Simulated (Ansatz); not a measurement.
System: bcc Li. Method: r²SCAN (plane waves, PAW; Ansatz, an electronic-structure program).

Numerical settings: plane-wave cutoff 600 eV, 16×16×16 k mesh, Fermi–Dirac smearing 0.1 eV, finite displacements, scalar-relativistic PAW data made under PBE.

The cell has the measured lattice parameters. Conventional cell: a = 3.5093 Å, b = 3.5093 Å, c = 3.5093 Å, α = 90.00°, β = 90.00°, γ = 90.00°.

```xyz
1
Lattice="-1.7547 1.7547 1.7547 1.7547 -1.7547 1.7547 1.7547 1.7547 -1.7547" Properties=species:S:1:pos:R:3 pbc="T T T"
Li     0.0000     0.0000     0.0000
```

Harmonic phonon frequencies (cm⁻¹; i marks an imaginary mode):

```csv
q point,frequencies
H,324 324 324
N,57 188 315
```

No imaginary mode appears at these points.

Note: the cell isn't this level's own, so it is under some stress, which shifts stiffness and frequencies.
